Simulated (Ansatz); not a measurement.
A nudged elastic band was laid between two geometries of ClH + H5NSi (9 atoms, charge 0, multiplicity 1).

Level of theory: RKS PBE0/6-31G* in Ansatz 0.2.0.

* movable images: 5
* climbing image: yes
* spring: 5.0 eV/Å²
* optimiser: quadratic models (default)
* start path: through a guess of the saddle point
* force threshold: 0.05 eV/Å
* iteration limit: 60
* end points: relaxed

Image 0:

```xyz
9
Properties=species:S:1:pos:R:3
Si -0.162 0.300 0.056
N 0.131 -0.181 1.736
H -0.706 -0.380 2.277
H 0.707 0.462 2.272
H 1.169 0.459 -0.580
H -0.923 1.576 -0.072
H -0.938 -0.797 -0.572
Cl 1.686 -2.785 1.888
H 0.993 -1.624 1.809
```

Image 6:

```xyz
9
Properties=species:S:1:pos:R:3
Si 0.456 -0.116 -0.230
N -0.204 -0.480 2.269
H -1.121 -0.136 2.545
H 0.481 -0.031 2.871
H 0.845 0.086 -1.662
H 0.283 1.249 0.320
H -0.759 -0.965 -0.276
Cl 2.150 -1.106 0.488
H -0.175 -1.472 2.487
```

Question: What changes between the two ends?

Answer: Bonds broken: Si1–N2, Cl8–H9. Bonds formed: Si1–Cl8, N2–H9. ClH + H5NSi becomes ClH3Si + H3N.

Question: Give the energies along the band, and the barrier.

Answer: The forces met the threshold. The highest image is number 2 of 0 to 6, 6.2 kcal/mol above the first end and 15.5 kcal/mol above the last; the last end lies 9.3 kcal/mol below the first. A vibrational analysis at the climbing image gives one clearly imaginary mode, 133i cm⁻¹: a first-order saddle point. The orbitals stay closed-shell, which can raise the energy where a bond breaks towards radicals; this wasn't checked here.

```
image  path coordinate (Å)  energy (kcal/mol)  Si1–N2 (Å)  Cl8–H9 (Å)  Si1–Cl8 (Å)
    0                 0.00                0.0        1.77        1.35         4.04
    1                 0.83                2.0        1.79        1.40         3.43
    2                 1.67                6.2        1.89        1.92         2.84
    3                 2.44                3.3        2.00        2.37         2.32
    4                 3.21                1.1        2.12        2.53         2.21
    5                 3.98               -6.0        2.32        2.74         2.13
    6                 4.76               -9.3        2.61        3.09         2.09
```

Question: What is the geometry of the highest image?

Answer: 
```xyz
9
Properties=species:S:1:pos:R:3
Si 0.043 -0.031 0.085
N 0.123 -0.197 1.965
H -0.791 -0.244 2.417
H 0.666 0.546 2.407
H 1.370 0.287 -0.465
H -0.746 1.247 0.059
H -0.824 -1.068 -0.497
Cl 1.465 -2.376 0.813
H 0.652 -1.132 2.030
```

Question: What are the harmonic wavenumbers there?

Answer: 133i, 168, 297, 344, 546, 550, 608, 845, 882, 920, 993, 1021, 1316, 1616, 1634, 2192, 2336, 2377, 2634, 3507, 3599 cm⁻¹.

Time of the run: 4 min on 1 thread of Arm Neoverse V1, with other jobs on the host, peak memory 0.13 GiB.
